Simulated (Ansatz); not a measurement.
**CH₃FSi (SMILES FC=[SiH2]): a rigid scan of the angle F1–C2–H4**

Aim: the energy along the angle F1–C2–H4, from CCSD(T) and from cheaper methods, relative to the minimum. No other atom is relaxed.

The runs use Ansatz 0.2.0, Gaussian basis; single points in def2-TZVPP.

Levels: PBE-D4, r2SCAN-D4, PBE0-D4, B3LYP-D4, wB97M-V, Hartree-Fock, MP2, CCSD, CCSD(T). The scan takes 88.1, 94.1, 100.1, 106.1, 112.1, 118.1, 124.1, 130.1, 136.1°.

Correlated methods freeze the cores. B3LYP uses VWN-RPA correlation.

27 further runs of the same task are left out: 27 set aside as unsound or not needed.

## (1) The system as given

The minimum, relaxed at PBE0-D4: 6 atoms, charge 0, spin multiplicity 1.

Atoms are counted from 1 here; the program's logs count them from 0.

Bond lengths: F1–C2 1.342 Å, C2–Si3 1.720 Å, C2–H4 1.087 Å, Si3–H5 1.473 Å, Si3–H6 1.474 Å. Angles: F1–C2–Si3 125.2°, F1–C2–H4 112.1°, Si3–C2–H4 122.7°, C2–Si3–H5 117.3°, C2–Si3–H6 123.3°, H5–Si3–H6 119.4°.

Geometry (Å):

```xyz
6
charge 0, multiplicity 1
F    -0.5433   -1.6573    0.9268
C    -0.2443   -0.8406   -0.0954
Si    0.2355    0.8038    0.0569
H    -0.3389   -1.3388   -1.0574
H     0.5239    1.5416   -1.1850
H     0.3670    1.4914    1.3541
```

Energies of the minimum (eV), from earlier single points: PBE-D4 -11672.01801, r2SCAN-D4 -11677.44588, PBE0-D4 -11672.71529, B3LYP-D4 -11680.81993, wB97M-V -11678.04945, CCSD(T) -11661.31709.

At the minimum the angle F1–C2–H4 is 112.1°.

## (2) F1–C2–H4 = 88.1°

Input file ccsdt-tzvpp/in.yaml:

```yaml
crystal:
  periodic: [false, false, false]
  atoms:
    - {symbol: F, position_ang: [-0.617879, -1.990798, 0.486681]}
    - {symbol: C, position_ang: [-0.244273, -0.840623, -0.095397]}
    - {symbol: Si, position_ang: [0.235539, 0.803768, 0.056922]}
    - {symbol: H, position_ang: [-0.338888, -1.338806, -1.057391]}
    - {symbol: H, position_ang: [0.523888, 1.541554, -1.185047]}
    - {symbol: H, position_ang: [0.367000, 1.491437, 1.354109]}
basis:
  gaussian: {orbitals: def2-TZVPP}
correlation: {method: ccsd_t}
```

No record of the launch command was kept for these runs.

Further steps of the session: F1–C2–H4 = 94.1°; F1–C2–H4 = 100.1°; F1–C2–H4 = 106.1°; F1–C2–H4 = 112.1°; F1–C2–H4 = 118.1°; F1–C2–H4 = 124.1°; F1–C2–H4 = 130.1°; F1–C2–H4 = 136.1°.

Before running it: what results should come out? Wanted: highest point, CCSD(T); lowest point, CCSD(T); minimum along the scan, CCSD(T); RMS deviation from CCSD(T); largest T1 diagnostic.

The runs gave:

| quantity | value |
| --- | --- |
| highest point, CCSD(T) | 76.8 kJ/mol at 88.1° |
| lowest point, CCSD(T) | 0.0 kJ/mol at 112.1° |
| minimum along the scan, CCSD(T) | 112.3° |
| curvature there | 2.59 meV/deg² |
| RMS deviation from CCSD(T) | PBE-D4 2.0, r2SCAN-D4 1.3, PBE0-D4 0.9, B3LYP-D4 0.8, wB97M-V 0.8, Hartree-Fock 4.7, MP2 0.3, CCSD 0.7 kJ/mol |
| largest T1 diagnostic | 0.016 |

In words: A polynomial through the near points puts the CCSD(T) minimum 0.2° above the PBE0-D4 value. Curvature against CCSD(T): PBE-D4 -4 %, Hartree-Fock +11 %. Best along the scan: MP2. Worst: Hartree-Fock. The restricted Hartree–Fock reference is unstable towards an unrestricted one at one or more of these structures.
